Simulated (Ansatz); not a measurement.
Ansatz input

```yaml
crystal:
  lattice:
    - [2.7654675909, 0.0, 0.0]
    - [-1.3827337954, 2.394965187, 0.0]
    - [0.0, 0.0, 4.3569756451]
  atoms:
    - { symbol: Os, position: [0.3333333333, 0.6666666667, 0.25] }
    - { symbol: Os, position: [0.6666666667, 0.3333333333, 0.75] }
hamiltonian:
  xc: rpbe
  pseudopotentials:
    kind: paw
    azcp:
      Os: "pseudopotentials/Os.paw.azcp"
basis:
  ecutwfc: 420
  fft_grid_basis: typed
kpoints:
  mp_grid: { grid: [21, 21, 12], shift: [0, 0, 0] }
magnetization:
  spin_polarized: false
scf:
  occupations: { method: fermi_dirac, width: 0.1 }
```

Output

```
Engine: ansatz 0.2.0, x86_64-unknown-linux-gnu
Pseudopotentials: kind: paw
Pseudopotential: Os, paw, valence charge 16, recommended cutoff 420 eV (normal) 
Functional definition: RPBE
  parameter kappa = 0.804
  parameter beta = 0.06672455060314922
  exchange = rpbe_x(kappa = kappa, mu = beta*pi^2/3)
  correlation = pbe_c(beta = beta)
Crystal: 2 atoms, lattice volume = 28.857 Å³
Basis set: ecut = 420 eV, 579 PW (Γ)
Bands: 20, of which v1, the nominal top of the filled ones, is band 16 counted from 1 (15 counted from 0)
Symmetry: 24 space group operations
Space group: P63/mmc (ITA 194), of the structure as read, at distance tolerance 3.1e-5 Å
k-points: 336 of 5292
Non-local potential: Os, projectors of the file, l = 0: 3, l = 1: 2, l = 2: 2, l = 3: 1
PAW form: soft (Blöchl's): semilocal exchange-correlation on the pseudo side does not see the compensation charge
PAW frozen core: Os, regenerated for the run's functional, and the local potential with it (the file was generated under x = pbe(κ = 0.804, μ = 0.2195149727645171), c = pbe(β = 0.06672455060314922))
PAW one-centre angular grid: Os, 590 points (default); XC on 64 Gauss nodes
Initial density: superposition of atomic densities (neutral atoms: chi_scale 0, normalization atom), corrected by the library's trained network
Initial wavefunctions: pseudopotential atomic-orbital guess
Functional: x = rpbe, c = pbe(β = 0.06672455060314922)
SCF iter   1: F=—  HF=-22795.443009 eV  |F-HF|=—  |Δ(HF+E_count)|=         —  Δρ=9.02e-3  dr2=8.18e-3  ethr=1.77e-3  ⟨swp⟩=4.6  Hψ=26110  notcnv=0
SCF iter   2: F=—  HF=-22795.447230 eV  |F-HF|=—  |Δ(HF+E_count)|=   4.22e-3  Δρ=5.37e-3  dr2=2.93e-3  ethr=2.56e-5  ⟨swp⟩=1.9  Hψ=11413  notcnv=0
SCF iter   3: F=—  HF=-22795.449232 eV  |F-HF|=—  |Δ(HF+E_count)|=   2.00e-3  Δρ=2.51e-4  dr2=7.81e-6  ethr=9.17e-6  ⟨swp⟩=2.0  Hψ=9444  notcnv=0
SCF iter   4: F=—  HF=-22795.449237 eV  |F-HF|=—  |Δ(HF+E_count)|=   5.18e-6  Δρ=4.97e-5  dr2=4.50e-7  ethr=2.44e-8  ⟨swp⟩=2.0  Hψ=9586  notcnv=0
iter 5 did not close the SCF: its close was put off for the readings that it lacked (scf_convergence_deferred on its scf_iter line)
SCF iter   5: F=-22795.449237 eV  HF=-22795.449237 eV  |F-HF|=1.59e-9  |Δ(HF+E_count)|=   7.28e-8  Δρ=7.02e-6  dr2=7.92e-9  ethr=1.40e-9  ⟨swp⟩=2.2  Hψ=9842  notcnv=0
SCF iter   6: F=-22795.449237 eV  HF=-22795.449237 eV  |F-HF|=4.73e-11  |Δ(HF+E_count)|=  1.42e-10  Δρ=1.53e-6  dr2=3.13e-10  ethr=2.47e-11  ⟨swp⟩=1.0  Hψ=19147  notcnv=0
SCF 1 converged in 6 iterations: F = -22795.449237 eV  dr2 = 3.13e-10
SCF converged after 6 iterations
Free energy (F): -22795.449237 eV
Harris-Foulkes:  -22795.449237 eV  (|F-HF|=4.73e-11)
Internal energy: -22795.406353 eV  (E = F + TS)
E sigma→0 (E₀):  -22795.427795 eV
Entropy (-TS):   -0.042884 eV (-21.442 meV/atom)
Fermi energy:    25.165956 eV
--- Per-component energies (eV) ---
  E_band       = -154.706067
  E_kinetic    = 1122.276211
  E_local      = -1625.998084  (includes V_loc(G=0)·N_el)
  E_nonlocal   = -6.145161
  E_hartree    = 669.648455
  E_xc         = -533.545980
  E_vxc        = -567.457709  (∫ρ·V_xc dr)
  E_paw        = -18049.148037  (= ΣΔE_a)
  E_vpaw       = -416.678479  (= ΣTr[D̂ρ^β])
  E_aug_tail   = -0.000156  (compensation charges beyond the density's cutoff)
  E_ewald      = -4372.446087
  E_core_change = -0.047515  (= ΣΔE_core)
  E_smearing   = -0.042884  (= −TS)
  E_closure    = 0.000000  (closes the sum)
  Σ components = -22795.449237   (vs F -22795.449237, Δ=0.00e0)
```
